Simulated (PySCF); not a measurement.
Species: AlH (singlet state).
SMILES: `[AlH]`

Computed with PBE0-D3(BJ)/def2-SVP geometry optimisation, gas phase in PySCF 2.14.0.

Masses are those of the commonest isotopes; rigid-rotor values at the optimised geometry. 

What are the moment of inertia and the rotational constant?

I = 2.700 u·Å², B = 505379 MHz·u·Å²/I = 187144 MHz (6.2424 cm⁻¹, or 8.981 K as hB/k). For two atoms I = μr² with μ = 0.9715 u and r = 1.6672 Å.

List the first levels of a rigid rotor in a Σ state.

E(J) = BJ(J+1): J = 1: 12.485, J = 2: 37.455, J = 3: 74.909, J = 4: 124.849, J = 5: 187.273, J = 6: 262.182 cm⁻¹.

Estimate the classical rotational partition function at 298.15 K and 500 K.

Point group C∞v, symmetry number σ = 1; q = kT/(σhB), k/h = 20836.6 MHz/K: 33.2 at 298.15 K, 55.7 at 500 K.

Stationary, but not proved a minimum. Zero-point vibration and centrifugal distortion are left out.

Cost: under 1 s of CPU time on one thread; the machine was shared, so the figure is rough. That covers the optimisation of the geometry.
